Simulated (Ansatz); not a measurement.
## Worked example: a bond strength in Si2NH6 (SMILES N[SiH][SiH3])

Si2NH6 has 9 atoms, charge 0, and is taken as a doublet. As SMILES, `N[SiH][SiH3]`. Geometry: optimised at B3LYP/def2-SVP. This is one conformer, not always the lowest.

```xyz
9

N    -0.7998    0.8425   -1.4155
Si   -0.4329    0.9159    0.2916
Si    0.6265   -1.0825    0.9728
H    -1.3835    0.0989   -1.7886
H    -0.9139    1.6963   -1.9554
H     0.4775    2.1000    0.4513
H     1.9438   -1.3420    0.3093
H    -0.2721   -2.2383    0.6668
H     0.8429   -1.0370    2.4506
```

Wanted: the dissociation energy of the H9–Si3 bond into doublet H and singlet Si2NH5 (shapes relaxed at B3LYP/def2-SVP, no zero-point term). 1 Eh = 2625.50 kJ/mol = 27.2114 eV. Totals in Eh; open shells run unrestricted unless said.

| level | program | Si2NH6 | doublet H | singlet Si2NH5 |
| --- | --- | --- | --- | --- |
| UHF/def2-TZVP | Ansatz | -635.834501 | -0.499810 | -635.219808 |
| UPBE/def2-TZVP | Ansatz | -636.984434 | -0.499616 | -636.383261 |
| U-r2SCAN/def2-TZVP | Ansatz | -637.273676 | -0.499927 | -636.663199 |

Question: Work out the dissociation energy at each level.

Answer: 
1. UHF/def2-TZVP: (-0.499810) + (-635.219808) − (-635.834501) = 0.114883 Eh = 301.6 kJ/mol = 3.13 eV.
2. UPBE/def2-TZVP: (-0.499616) + (-636.383261) − (-636.984434) = 0.101557 Eh = 266.6 kJ/mol = 2.76 eV.
3. U-r2SCAN/def2-TZVP: (-0.499927) + (-636.663199) − (-637.273676) = 0.110550 Eh = 290.2 kJ/mol = 3.01 eV.

The levels span 267 to 302 kJ/mol; no measured value is set beside them. A fragment with an even electron count was run as a singlet and may have a lower triplet. A bond enthalpy at 298 K also holds the loss of zero-point energy and thermal terms.
